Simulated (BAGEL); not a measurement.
# SOF2 (thionyl fluoride) at 3 levels

Aim: a comparison of 3 runs (HF/3-21G, B3LYP/6-31G*, RI-MP2/6-31G*) of SOF2 (thionyl fluoride). 

The results are computed with BAGEL 1.2.2.

2 further runs of the same task are left out: 1 that didn't finish, 1 set aside as unsound or not needed.

### Step 1. The system as given

SOF2: 4 atoms, total charge 0, spin state singlet. SMILES: `O=S(F)F`. The shape is that of a PBE0-D4/def2-TZVP optimisation.

Bond lengths: O1–S2 1.419 Å, S2–F3 1.588 Å, S2–F4 1.588 Å. Angles: O1–S2–F3 106.5°, O1–S2–F4 106.4°, F3–S2–F4 93.0°.

### Step 2. A single-point energy at HF/3-21G (run 1)

The input, job.json:

```json
{ "bagel": [

{
  "title": "molecule",
  "basis": "3-21g",
  "df_basis": "qzvpp-jkfit",
  "geometry": [
    { "atom": "O", "xyz": [  1.76198064,  0.12585576, -1.92336325 ] },
    { "atom": "S", "xyz": [ -0.28591556, -0.80540127, -0.46430571 ] },
    { "atom": "F", "xyz": [ -2.12480805,  1.51971775,  0.00075589 ] },
    { "atom": "F", "xyz": [  0.64874298, -0.84017224,  2.38691307 ] }
  ]
},
{ "title": "hf", "df": "false" },
{ "title": "print", "file": "orbitals.molden", "orbitals": "true" }

]}
```

Launch:

```console
$ BAGEL_NUM_THREADS=1 BAGEL job.json > job.out
```

The log of the run:

```text
* using 1 threads per process

  ===============================================================
  ===============================================================

  *** Geometry ***

  { "atom" : "O", "xyz" : [      1.761981,      0.125856,     -1.923363 ] },
  { "atom" : "S", "xyz" : [     -0.285916,     -0.805401,     -0.464306 ] },
  { "atom" : "F", "xyz" : [     -2.124808,      1.519718,      0.000756 ] },
  { "atom" : "F", "xyz" : [      0.648743,     -0.840172,      2.386913 ] },

  Number of auxiliary basis functions:      359

  Since a DF basis is specified, we compute 2- and 3-index integrals:
    o Being stored without compression. Storage requirement is 0.005 GB

  Number of basis functions:       40
  Number of electrons      :       42

    * METHOD: MOLECULE                             0.12

  *** RHF ***

  === Nuclear Repulsion ===
   193.9295172763

      * DIIS with orbital gradients will be used.

  === RHF iteration (3-21g) ===
      0       -666.87302418          0.04851056           0.03
      1       -667.50585857          0.02724318           0.03
      2       -667.61825168          0.00819540           0.03
      3       -667.63095636          0.00236330           0.03
      4       -667.63263730          0.00084537           0.03
      5       -667.63294033          0.00026672           0.03
      6       -667.63298756          0.00008963           0.03
      7       -667.63299132          0.00002730           0.03
      8       -667.63299166          0.00000852           0.02
      9       -667.63299169          0.00000313           0.02
     10       -667.63299169          0.00000129           0.02
     11       -667.63299169          0.00000054           0.02
     12       -667.63299170          0.00000013           0.03
     13       -667.63299170          0.00000004           0.03
     14       -667.63299170          0.00000002           0.03
     15       -667.63299170          0.00000001           0.03
    * SCF iteration converged.

    * Permanent dipole moment:
           (    0.716389,     0.895219,     0.052906) a.u.

    * METHOD: HF                                   0.51

    * METHOD: PRINT                                0.00

  ===============================================================
```

It took 0.91 s on 1 thread of Intel Xeon Platinum 8488C (Sapphire Rapids), shared host; peak memory 0.23 GiB.

### Step 3. Energy and forces at B3LYP/6-31G(d) (density fitting with qzvpp-jkfit, spherical functions) (run 2)

The input, job.json:

```json
{ "bagel" : [

{
  "title" : "molecule",
  "basis" : "6-31gs.json",
  "df_basis" : "qzvpp-jkfit",
  "angstrom" : false,
  "geometry" : [
    { "atom" : "O", "xyz" : [  1.76198064,  0.12585576, -1.92336325 ] },
    { "atom" : "S", "xyz" : [ -0.28591556, -0.80540127, -0.46430571 ] },
    { "atom" : "F", "xyz" : [ -2.12480805,  1.51971775,  0.00075589 ] },
    { "atom" : "F", "xyz" : [  0.64874298, -0.84017224,  2.38691307 ] }
  ]
},
{
  "title" : "force",
  "method" : [
    { "title" : "ks", "xc_func" : "b3lyp" }
  ]
}

]}
```

The basis set 6-31G* is read from a file made from the Basis Set Exchange's data (not shown).

Launch:

```console
$ BAGEL_NUM_THREADS=1 BAGEL job.json > job.out
```

The log of the run:

```text
* using 1 threads per process

  ===============================================================
  ===============================================================

  *** Geometry ***

  { "atom" : "O", "xyz" : [      1.761981,      0.125856,     -1.923363 ] },
  { "atom" : "S", "xyz" : [     -0.285916,     -0.805401,     -0.464306 ] },
  { "atom" : "F", "xyz" : [     -2.124808,      1.519718,      0.000756 ] },
  { "atom" : "F", "xyz" : [      0.648743,     -0.840172,      2.386913 ] },

  Number of auxiliary basis functions:      359

  Since a DF basis is specified, we compute 2- and 3-index integrals:
    o Being stored without compression. Storage requirement is 0.010 GB

  Number of basis functions:       60
  Number of electrons      :       42

    * METHOD: MOLECULE                             0.18

  The gradients will be computed analytically.

  *** Kohn-Sham DFT ***

    * Removing 6264 points whose weight is below 1.00e-10
    * Grid points: 53360

  === Nuclear Repulsion ===
   193.9295172763

       - DIIS with orbital gradients will be used.

  === KS iteration (b3lyp / 6-31gs.json) ===
      0       -646.57462759          0.16518004           0.21
      1       -593.41083168          0.32842064           0.19
      2       -625.38335952          0.20479447           0.14
      3       -640.98330546          0.25876901           0.19
      4       -672.17862414          0.05503759           0.18
      5       -671.60917415          0.07520512           0.19
      6       -672.64306504          0.03666952           0.19
      7       -672.97327924          0.01534864           0.18
      8       -673.02968413          0.00457557           0.18
      9       -673.03321417          0.00263362           0.17
     10       -673.03516146          0.00039833           0.14
     11       -673.03520455          0.00003854           0.16
     12       -673.03520450          0.00003978           0.15
     13       -673.03520496          0.00000741           0.13
     14       -673.03520497          0.00000276           0.15
     15       -673.03520497          0.00000133           0.14
     16       -673.03520497          0.00000042           0.15
     17       -673.03520497          0.00000013           0.16
     18       -673.03520497          0.00000002           0.17
     19       -673.03520497          0.00000002           0.16
     20       -673.03520497          0.00000000           0.16
    * SCF iteration converged.

    * Permanent dipole moment:
           (    0.460323,     0.497709,    -0.042628) a.u.

  * Nuclear energy gradient

    o Atom   0
        x         -0.0313702829
        y         -0.0129051920
        z          0.0237105158
    o Atom   1
        x          0.0218913485
        y          0.0306575968
        z          0.0048314230
    o Atom   2
        x          0.0163459088
        y         -0.0187548489
        z         -0.0043016471
    o Atom   3
        x         -0.0068662620
        y          0.0009981930
        z         -0.0242600067
  * Gradient computed with                              3.13

    * METHOD: FORCE                                6.88

  ===============================================================
```

Wall time 7.5 s (1 thread of Intel Xeon Platinum 8488C (Sapphire Rapids), shared host); peak memory 0.44 GiB.

### Step 4. Energy and forces at RI-MP2/6-31G(d) (density fitting with qzvpp-jkfit, cc-pv5z-ri for correlation, spherical functions) (run 3)

The input, job.json:

```json
{ "bagel": [

{
  "title": "molecule",
  "basis": "6-31gs.json",
  "df_basis": "qzvpp-jkfit",
  "geometry": [
    { "atom": "O", "xyz": [  1.76198064,  0.12585576, -1.92336325 ] },
    { "atom": "S", "xyz": [ -0.28591556, -0.80540127, -0.46430571 ] },
    { "atom": "F", "xyz": [ -2.12480805,  1.51971775,  0.00075589 ] },
    { "atom": "F", "xyz": [  0.64874298, -0.84017224,  2.38691307 ] }
  ]
},
{
  "title": "force",
  "method": [
    {
      "title": "mp2",
      "ncore": 8,
      "aux_basis": "cc-pv5z-ri"
    }
  ]
}

]}
```

The basis set 6-31G* is read from a file made from the Basis Set Exchange's data (not shown).

Launch:

```console
$ BAGEL_NUM_THREADS=1 BAGEL job.json > job.out
```

The log of the run:

```text
* using 1 threads per process

  ===============================================================
  ===============================================================

  *** Geometry ***

  { "atom" : "O", "xyz" : [      1.761981,      0.125856,     -1.923363 ] },
  { "atom" : "S", "xyz" : [     -0.285916,     -0.805401,     -0.464306 ] },
  { "atom" : "F", "xyz" : [     -2.124808,      1.519718,      0.000756 ] },
  { "atom" : "F", "xyz" : [      0.648743,     -0.840172,      2.386913 ] },

  Number of auxiliary basis functions:      359

  Since a DF basis is specified, we compute 2- and 3-index integrals:
    o Being stored without compression. Storage requirement is 0.010 GB

  Number of basis functions:       60
  Number of electrons      :       42

    * METHOD: MOLECULE                             0.15

  The gradients will be computed analytically.

  *** RHF ***

  === Nuclear Repulsion ===
   193.9295172763

      * DIIS with orbital gradients will be used.

  === RHF iteration (6-31gs.json) ===
      0       -670.86164276          0.03381599           0.05
      1       -671.01295132          0.02542538           0.05
      2       -671.17613211          0.00193238           0.05
      3       -671.17756025          0.00104787           0.05
      4       -671.17805718          0.00020518           0.05
      5       -671.17809943          0.00006360           0.05
      6       -671.17810399          0.00001531           0.05
      7       -671.17810422          0.00000389           0.05
      8       -671.17810423          0.00000172           0.04
      9       -671.17810423          0.00000073           0.04
     10       -671.17810423          0.00000029           0.05
     11       -671.17810423          0.00000013           0.04
     12       -671.17810423          0.00000004           0.05
     13       -671.17810423          0.00000002           0.05
     14       -671.17810423          0.00000000           0.05
    * SCF iteration converged.

    * Permanent dipole moment:
           (    0.594770,     0.672784,    -0.025718) a.u.

  === DF-MP2 calculation ===

    * freezing 8 orbitals
  Number of auxiliary basis functions:      809

  Since a DF basis is specified, we compute 2- and 3-index integrals:
    o Being stored without compression. Storage requirement is 0.023 GB

  Number of basis functions:       60
  Number of electrons      :       42

      MP2 correlation energy:   -0.6626172650

    * Permanent dipole moment: MP2 unrelaxed
           (    0.565475,     0.639308,    -0.024783) a.u.

  === Z-vector iteration ===

      0     0.00135091177096           0.01
      1     0.00028904711918           0.01
      2     0.00011856565302           0.01
      3     0.00004229438693           0.01
      4     0.00001362388734           0.01
      5     0.00000259096806           0.01
      6     0.00000062665776           0.01
      7     0.00000018346800           0.01
      8     0.00000004463054           0.01
      9     0.00000001224939           0.01
     10     0.00000000270772           0.01

    * Permanent dipole moment: MP2 relaxed
           (    0.448266,     0.533450,     0.006739) a.u.

  * Nuclear energy gradient

    o Atom   0
        x         -0.0333124295
        y         -0.0133964033
        z          0.0254817124
    o Atom   1
        x          0.0226845625
        y          0.0323370356
        z          0.0055833433
    o Atom   2
        x          0.0169614195
        y         -0.0193876274
        z         -0.0055112843
    o Atom   3
        x         -0.0063335525
        y          0.0004469951
        z         -0.0255537713

    * METHOD: FORCE                                6.01

  ===============================================================
```

It took 6.6 s on 1 thread of Intel Xeon Platinum 8488C (Sapphire Rapids), shared host; peak memory 0.23 GiB.

### Step 5. Overview of the runs

```tsv
run	level	integral approximation	task	energy (Eh)	dipole moment (D)	wall time
1	HF/3-21G	none	energy	-667.632992	2.92	0.91 s
2	B3LYP/6-31G* (density fitting with qzvpp-jkfit, spherical functions)	qzvpp-jkfit	gradient	-673.035205	1.73	7.5 s
3	RI-MP2/6-31G* (density fitting with qzvpp-jkfit, cc-pv5z-ri for correlation, spherical functions)	qzvpp-jkfit	gradient	-671.840721	1.77	6.6 s
```

### Step 6. Results

```
                                                      quantity          value
                                           run 3: total energy  -671.84072 Eh
run 3: dipole moment (of the density that the program reports)         1.77 D
            run 3: correlation energy (8 core orbitals frozen)     -662.6 mEh
                               run 3: largest force on an atom     2.264 eV/Å
```

**Reading.** The dipole moment (its size) runs from 1.73 D (B3LYP/6-31G*) to 2.92 D (HF/3-21G). The two ends differ in method and basis. All runs together took 15 s, the longest 7.5 s.
